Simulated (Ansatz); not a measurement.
# AlClF radical (SMILES [F][Al][Cl]): one structure at several levels

The task here is to estimate one member of a computed series from the others.

Method: single points in def2-TZVPP; program: Ansatz 0.2.0, Gaussian basis.

Correlated methods freeze the cores. Orbitals are unrestricted.

## The starting structure

SMILES `[F][Al][Cl]`, 3 atoms, charge 0, spin multiplicity 2.

Atoms are counted from 1 here; the program's logs count them from 0.

Bond lengths: F1–Al2 1.712 Å, Al2–Cl3 2.195 Å. Angles: F1–Al2–Cl3 130.6°.

As a file:

```
F    -1.1193    1.1607   -0.5138
Al   -0.3765   -0.3564   -0.2354
Cl    1.5229   -0.8570    0.7437
```

Set-up of the first run:

The input, run/in.yaml:

```yaml
crystal:
  periodic: [false, false, false]
  atoms:
    - {symbol: F, position_ang: [-1.119300, 1.160700, -0.513800]}
    - {symbol: Al, position_ang: [-0.376500, -0.356400, -0.235400]}
    - {symbol: Cl, position_ang: [1.522900, -0.857000, 0.743700]}
basis:
  gaussian: {orbitals: def2-TZVPP}
magnetization: {spin_polarized: true, initial_magnetization: 1}
correlation: {method: ccsd_t}
scf: {omitted_lower_state_checks: [cluster_reference]}
output: {forces: true}
```

No record of the launch command was kept for these runs.

Steps of the session up to this table: CCSD(T)/def2-TZVPP; PBE0-D4/def2-TZVPP; wB97M-V/def2-TZVPP; r2SCAN-D4/def2-TZVPP; PBE-D4/def2-TZVPP; BLYP-D4/def2-TZVPP; r2SCAN0-D4/def2-TZVPP.

One table of the session follows, with a row left open; its other results are not shown here.

| method | RMS force component (eV/Å) | angle to CCSD(T) forces (°) | dipole (D) |
| --- | --- | --- | --- |
| CCSD(T) | 0.716 | reference | 1.26 |
| PBE0-D4 | 0.712 | 1.5 | 1.35 |
| wB97M-V | 0.644 | 1.3 | 1.51 |
| r2SCAN-D4 | 0.691 | 1.1 | 1.29 |
| PBE-D4 | ? | ? | ? |
| BLYP-D4 | 0.410 | 5.8 | 1.33 |
| r2SCAN0-D4 | 0.829 | 2.7 | 1.38 |

Q: Estimate the row for PBE-D4 from the others.

**Answer.** RMS force component (eV/Å): 0.485; angle to CCSD(T) forces (°): 6.8; dipole (D): 1.26. In the column «RMS force component (eV/Å)» it lies between BLYP-D4 (0.410) and wB97M-V (0.644).
